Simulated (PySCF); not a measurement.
Molecule: `C1COCO1`, C₃H₆O₂.

Bonds (- single, = double, # triple, : aromatic): C1-C2, C2-O3, O3-C4, C4-O5, O5-C1. C1 carries H6, H7; C2 carries H8, H9; C4 carries H10, H11.

Frames of a GFN2-xTB Langevin trajectory at 400 K; GIAO PBE0/pcSseg-1 shieldings in PySCF 2.14, gas phase, non-relativistic; equivalent atoms averaged within each frame.

Referencing at the same level of theory: ¹³C (σref 186.93), ¹H (σref 31.72) against TMS; ¹⁷O (σref 336.08) against H2O. The references are static minima.

Problem. How do the shifts (ppm) fluctuate along the trajectory?

Solution. 
```csv
time (fs),C4,C1/C2,O3/O5,H10/H11,H6/H7/H8/H9
optimised geometry,99.9,67.1,77.2,5.10,3.97
250,100.7,69.8,63.5,5.31,4.00
425,111.7,71.5,80.6,5.51,4.28
625,97.9,67.2,69.4,5.15,4.01
800,102.8,68.0,86.9,5.34,4.58
1000,98.2,66.6,53.3,5.70,3.74
mean of frames,102.2,68.6,70.7,5.40,4.12
standard deviation,5.6,2.0,13.4,0.21,0.32
```

5 frames give an uncertainty of the mean of about the standard deviation over 2.2 at best, since frames this close in time may not be independent; classical motion lacks zero-point vibration, and the reference would need the same averaging.
